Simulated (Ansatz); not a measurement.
[NH2···H···N], quartet: the ladder up to UCCSDT(Q)

Geometry: a point of a hydrogen-transfer path between rigid fragments, not a stationary point.

```xyz
5

N    -1.1950   -0.0184   -0.0286
H    -1.4923    0.9495   -0.0286
H    -1.4923   -0.4207    0.8517
H    -0.2530   -0.0184   -0.0286
N     1.4280   -0.0184   -0.0286
```

Basis cc-pVDZ; Ansatz 0.2.0. Only valence electrons are correlated (noble-gas cores frozen), which leaves 13 electrons in 41 orbitals. R marks a restricted (for open shells ROHF) determinant, U an unrestricted one. Active spaces: pair = (5e, 5o) about the gap; valence = (13e, 11o) chosen from the atoms' valence shells.

Full CI isn't at hand for all of this; UCCSDT(Q) serves as the reference, and is uncertain by about the last step of the cluster series. The frozen core follows each run's orbitals, which can shift R against U totals by a few meV.

For open shells CISD is restricted-active-space CI with the open shells as a complete middle space.

The UHF ⟨S²⟩ is 3.756 and the T1 diagnostic (RCCSD) is 0.0121. The largest doubles amplitude (RCCSD) is 0.039 and the T1 diagnostic (UCCSD) is 0.0077.

```json
{"level": "RHF", "E − E(UCCSDT(Q)) (kJ/mol)": "789.7", "share of correlation (%)": "0.00", "wall time": "–"}
{"level": "UHF", "E − E(UCCSDT(Q)) (kJ/mol)": "780.9", "share of correlation (%)": "1.12", "wall time": "–"}
{"level": "RMP2", "E − E(UCCSDT(Q)) (kJ/mol)": "100.2", "share of correlation (%)": "87.32", "wall time": "–"}
{"level": "UMP2", "E − E(UCCSDT(Q)) (kJ/mol)": "98.5", "share of correlation (%)": "87.53", "wall time": "–"}
{"level": "CISD", "E − E(UCCSDT(Q)) (kJ/mol)": "65.5", "share of correlation (%)": "91.71", "wall time": "18 s"}
{"level": "RCCSD", "E − E(UCCSDT(Q)) (kJ/mol)": "15.0", "share of correlation (%)": "98.10", "wall time": "–"}
{"level": "UCCSD", "E − E(UCCSDT(Q)) (kJ/mol)": "14.8", "share of correlation (%)": "98.12", "wall time": "–"}
{"level": "RCCSD(T)", "E − E(UCCSDT(Q)) (kJ/mol)": "2.3", "share of correlation (%)": "99.70", "wall time": "1.8 s"}
{"level": "UCCSD(T)", "E − E(UCCSDT(Q)) (kJ/mol)": "2.1", "share of correlation (%)": "99.73", "wall time": "2 s"}
{"level": "BCCD(T)", "E − E(UCCSDT(Q)) (kJ/mol)": "2.3", "share of correlation (%)": "99.70", "wall time": "2.4 s"}
{"level": "RCCSDT", "E − E(UCCSDT(Q)) (kJ/mol)": "1.2", "share of correlation (%)": "99.85", "wall time": "–"}
{"level": "UCCSDT", "E − E(UCCSDT(Q)) (kJ/mol)": "1.0", "share of correlation (%)": "99.88", "wall time": "–"}
{"level": "RCCSDT(Q)", "E − E(UCCSDT(Q)) (kJ/mol)": "0.2", "share of correlation (%)": "99.98", "wall time": "64 s"}
{"level": "CASSCF (valence space)", "E − E(UCCSDT(Q)) (kJ/mol)": "601.5", "share of correlation (%)": "23.84", "wall time": "–"}
{"level": "NEVPT2 (valence space)", "E − E(UCCSDT(Q)) (kJ/mol)": "121.6", "share of correlation (%)": "84.60", "wall time": "12 s"}
```

The correlation energy at UCCSDT(Q), counted from RHF, is -8.185 eV. That run took 49 s on 1 thread of Intel Xeon Platinum 8259CL, shared host.

Run but not shown, since their state or frozen core can't be matched to the reference's or they repeat it: CASSCF (pair space), NEVPT2 (pair space), MRCISD (pair space), MRCISD+Q (pair space).

Times hold each run's SCF and search for its determinant on a shared host, so for small cases they say little of a method's own cost; they ran on 1 thread of Intel Xeon Platinum 8259CL.

Natural occupations of CASSCF (valence space) about the gap: 1.980 1.979 1.001 1.000 1.000 0.022 0.021 0.017; effectively unpaired electrons, Σ n²(2−n)², 3.01.
